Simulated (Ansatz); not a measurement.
**BSiH$_{3}$ (H-bridged): how the atomization moves with the basis**

BSiH3 (H-bridged), singlet; coordinates (Å): Si 0.009 0.000 0.602; B 0.082 0.000 -1.215; H -0.656 -0.941 -0.667; H -0.656 0.941 -0.667; H 0.172 0.000 -2.396. Quantity: atomization.

Ansatz 0.2.0, basis cc-pVDZ or cc-pVTZ; geometries are PBE0/def2-TZVP minima. Wave-function levels freeze the cores; HF, MP2 and coupled cluster are restricted for singlets and unrestricted otherwise, atoms included (their steps beyond CCSDT(Q) come from restricted open-shell runs), Kohn–Sham unrestricted where that lies lower. The reference is CCSDT(Q) or CCSDTQ (coupled cluster only where its series has nearly closed). Semilocal and hybrid functionals correlate all electrons outside any core potential and usually lie nearer their basis limit than the reference, so part of their error here is the reference's basis and frozen-core error; RPA and the MP2 part of double hybrids freeze the same cores as the reference. None of these values is a measured one. Energies are electronic, without zero-point terms. No spin–orbit coupling and no scalar relativity. The species are chosen: bound, without strong static correlation by their natural occupations or amplitudes, in their lowest spin state as far as vertical gaps and like structures tell, and with a ladder that closes on the reference, so errors are smaller than for species at large; levels whose determinant breaks symmetry or spin markedly are left out.

| level | cc-pVDZ (kcal/mol) | cc-pVTZ (kcal/mol) |
| --- | --- | --- |
| reference | 312.4 (CCSDTQ) | 332.2 (CCSDT(Q)) |
| MP2 | 312.2 | 331.9 |
| CCSD(T) | 311.9 | 331.8 |
| PBE | 339.3 | 345.3 |
| B3LYP | 332.8 | 340.0 |
| wB97M-V | 342.1 | 345.7 |
| B2PLYP | 326.8 | 337.7 |
| RPA-PBE | 301.7 | 317.4 |

From cc-pVDZ to cc-pVTZ the reference moves by 19.8 kcal/mol and PBE by 6.0; the step from CCSD(T) to the reference is 0.5 in the first and 0.4 in the last.
